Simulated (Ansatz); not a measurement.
input.yaml

```yaml
crystal:
  periodic: [false, false, false]
  atoms:
    - { symbol: B, position_ang: [-0.031103, -0.266529, 0.271897] }
    - { symbol: C, position_ang: [-0.008141, 0.050462, 1.929575] }
    - { symbol: H, position_ang: [-0.948543, -0.018066, 2.481709] }
    - { symbol: H, position_ang: [0.819312, -0.313159, 2.545623] }
    - { symbol: H, position_ang: [0.185897, 1.117124, 1.756764] }
    - { symbol: H, position_ang: [1.041387, -0.15661, -0.223056] }
    - { symbol: H, position_ang: [-1.037016, 0.106378, -0.233609] }
    - { symbol: Cl, position_ang: [-0.297176, -2.423291, 0.325675] }
    - { symbol: H, position_ang: [-0.158618, -1.283109, 1.305023] }
basis:
  gaussian: { orbitals: "6-31G*" }
hamiltonian:
  xc: cam_b3lyp
phonons: {}
```

Command:

```bash
$ ansatz run input.yaml --threads 2 --pin off --max-ram 3072MiB --backend cpu --events-out ev --progress --plain --runs-dir out
```

Hardware: 2 threads of Intel(R) Xeon(R) Platinum 8259CL CPU @ 2.50GHz (Skylake/Cascade Lake), on a shared host.

Problem. Roughly how long does this run take, and how much memory?

Solution. 69 s, with a peak of 0.14 GiB, for 0 ionic steps.
